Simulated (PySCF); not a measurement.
C₂H₃O₂ (doublet state).
Z-matrix (Å and degrees, PBE0-D3(BJ)/def2-SVP geometry), rows numbered from 1:
```
C 
O   1  1.4374
C   2  1.3064  1  116.55
O   3  1.1853  2  130.45  1     0.44
H   1  1.0994  2  109.90  3    71.39
H   1  1.0951  2  106.29  3  -169.32
H   1  1.0990  2  110.22  3   -49.29
```

The hyperfine couplings belong to this conformer and change with its torsions.

The species is `CO[C]=O` [radical].

Theory: UKS B3LYP, IGLO-III on C O, pcH-1 on H, non-relativistic, mean-field spin-orbit, GIAO (PySCF). Geometry: PBE0-D3(BJ)/def2-SVP, one conformer, isolated molecule. The SCF solution wasn't tested for stability.

(1) Break the g tensor into its mass correction, gauge correction and orbital-Zeeman/spin–orbit terms.

(2) Average each term over the three axes. Which is largest in size?

(3) What effective moment and Curie constant follow for a powder?

(4) At 9.588 GHz, how far is the centre of the isotropic spectrum from where a free electron (g = 2.002319) resonates?

(5) In a frozen sample, at which fields do the three g values resonate at 9.5, 34, 94 and 263 GHz (hyperfine left aside), and which band first spreads them over more than twice a line width of 0.3 mT?

Answers

(1) 
| Δg (ppm) | 1 | 2 | 3 |
| --- | --- | --- | --- |
| relativistic mass correction | -237 | -237 | -237 |
| gauge correction | 57 | 23 | -76 |
| orbital Zeeman/spin–orbit | -3808 | -395 | 2139 |
| total | -3988 | -610 | 1825 |

So g = 1.99833, 2.00171, 2.00414 and g_iso = 2.00140; the tensor is rhombic: the two nearest values differ by 42 % of g3 − g1. 

(2) The orbital-Zeeman/spin–orbit term -688, the mass correction -237 and the gauge correction 1 ppm, for a total of -924 ppm. The orbital-Zeeman/spin–orbit term is the largest in size. The mass correction is the same along every axis, so the anisotropy comes from the other two: their spans along these axes are 134 (gauge) and 5947 ppm (orbital Zeeman/spin–orbit).

(3) With the mean of g² = 4.0056 and S(S+1) = 0.75: μ_eff = √(⟨g²⟩S(S+1)) = 1.733 μB and χT = 0.12505·⟨g²⟩·S(S+1) = 0.376 cm³ K/mol (cgs; spin-Hamiltonian part alone).

(4) B = hν/(g μB) with μB/h = 13.99624 MHz/mT gives 342.12 mT for the free electron and 342.28 mT at g_iso, 0.16 mT higher.

(5) 
```tsv
band	GHz	B(g3) mT	B(g2) mT	B(g1) mT	spread mT
X	9.5	338.67	339.09	339.66	0.99
Q	34.0	1212.10	1213.57	1215.63	3.53
W	94.0	3351.10	3355.18	3360.85	9.75
J	263.0	9375.95	9387.35	9403.22	27.28
```

The spread grows in proportion to the frequency. X band is the first where it exceeds 0.6 mT.

Largest spin populations (Mulliken): C3 (+0.72), O4 (+0.22) and C1 (+0.08).

The HOMO–LUMO gaps are 6.35 eV among the α and 6.50 eV among the β orbitals.

The run took 8.4 s of wall time on one thread, x86-64 server, shared host.
